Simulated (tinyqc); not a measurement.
Worked calculation: Pariser-Parr-Pople SCF with singles CI, for the molecule C1=CC=C1 (SMILES; centres numbered as the heavy atoms are written). Computed by tinyqc, a small Python program that keeps every step. Settings: charge = 0, gamma = Ohno, start = huckel, damping = 0.5, iteration cap = 72, excitations kept = 4. Command: `OMP_NUM_THREADS=1 python tinyqc.py 29319 29320 out.jsonl` (the two numbers bound the seeds that draw the settings). One thread of a shared host (Intel(R) Xeon(R) Processor @ 2.60GHz), about 0.02 s of CPU time with the checks.

Centres (angstrom, eV; a flat drawing with bonds scaled to 1.40 angstrom):
```
centre,x,y,core charge z,W,gamma_rr
1C,0.990000,0.000000,1,11.310000,12.700000
2C,0.000000,0.990000,1,11.310000,12.700000
3C,-0.990000,0.000000,1,11.310000,12.700000
4C,0.000000,-0.990000,1,11.310000,12.700000
```

Resonance integrals (eV):
```
i,j,beta
1,2,-2.390000
2,3,-2.390000
3,4,-2.390000
4,1,-2.390000
```

Stop when output and input P, before any damping, agree to 1e-7.

Course of the cycle:
```
iteration,E (eV),largest |P(out) - P(in)|
1,-49.43364757,3.48e-02
2,-49.44921979,3.68e-02
3,-49.46940185,3.85e-02
4,-49.49349688,3.98e-02
5,-49.52113439,4.06e-02
6,-49.55200427,4.08e-02
7,-49.58572442,4.03e-02
8,-49.62178392,3.93e-02
9,-49.65953586,3.77e-02
10,-49.69822564,3.80e-02
11,-49.73704300,3.92e-02
...,...,...
62,-50.09266110,5.33e-04
63,-50.09266586,4.82e-04
64,-50.09266976,4.37e-04
65,-50.09267296,3.96e-04
66,-50.09267558,3.58e-04
67,-50.09267773,3.24e-04
68,-50.09267950,2.94e-04
69,-50.09268094,2.66e-04
70,-50.09268213,2.41e-04
71,-50.09268310,2.18e-04
72,-50.09268390,1.98e-04
```

Can the last value be used, and what does the course show?

Not by the stop rule, although the second column moves by less than 1e-05 over the last three steps. Not converged within 72 iterations: the residual falls steadily but slowly, by a factor of about 0.91 a step. Reruns (cap 100 unless said): damping 0: converged in 72 (E = -50.09269); the original settings with a cap of 400: converged in 149 (E = -50.09269).
